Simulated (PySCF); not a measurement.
# Working out the ionisation energy of O

O [He] 2s2 2p4 (3P) → O⁺ [He] 2s2 2p3 (4S). All numbers are calculated (PySCF 2.14, the spin-free X2C one-electron Hamiltonian (Gaussian nucleus), in aug-cc-pCVTZ-DK (7s6p4d2f, 59 functions)). Frozen: nothing. Energies in hartree (1 hartree = 27.21139 eV):

| part | O (lower) | O⁺ (upper) |
| --- | --- | --- |
| UHF | -74.865208 | -74.423423 |
| CCSD correlation | -0.219135 | -0.169156 |
| (T) | -0.003847 | -0.001951 |

What does Hartree-Fock give?

(-74.423423) − (-74.865208) = 0.441785 hartree = 12.022 eV.

What do CCSD and CCSD(T) give?

The CCSD correlation energies differ by 0.049979 hartree = 1.360 eV and the triples by 0.001896 hartree = 0.052 eV, so CCSD gives 13.382 eV and CCSD(T) 13.434 eV.

Measured between the centres of the two terms (NIST): 13.608 eV, so CCSD(T) (valence and next inner shell) is off by -0.174 eV.

What remains against the reference includes basis incompleteness and higher excitations.
